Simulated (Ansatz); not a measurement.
This Ansatz (an electronic-structure program) input (PBE/pcseg-3) gives -177.08206 Eh with 246 basis functions. A basis named .json is the Basis Set Exchange file of that set (core-valence sets with the plain set on hydrogen).

Ansatz 0.2 input:
```yaml
crystal:
  periodic: [false, false, false]
  atoms:
    - {symbol: C, position_ang: [-0.01075073, 0.64443952, -0.00020773]}
    - {symbol: C, position_ang: [1.14148505, -0.05703999, 0.00113003]}
    - {symbol: F, position_ang: [-1.11822560, -0.31777191, -0.00099264]}
    - {symbol: H, position_ang: [1.19675056, -1.15149369, 0.00151889]}
    - {symbol: H, position_ang: [2.08287389, 0.48704365, 0.00188105]}
basis:
  gaussian:
    orbitals: pcseg-3.json
hamiltonian:
  xc: {name: PBE}
total_charge: -1
magnetization: {spin_polarized: false}
```

Change:
```diff
- orbitals: pcseg-3.json
+ orbitals: pcseg-0.json
```

### Question
What does the run give now?

### Answer
-176.49287 Eh (PBE/pcseg-0, 31 functions), a change of +589.19 mEh.
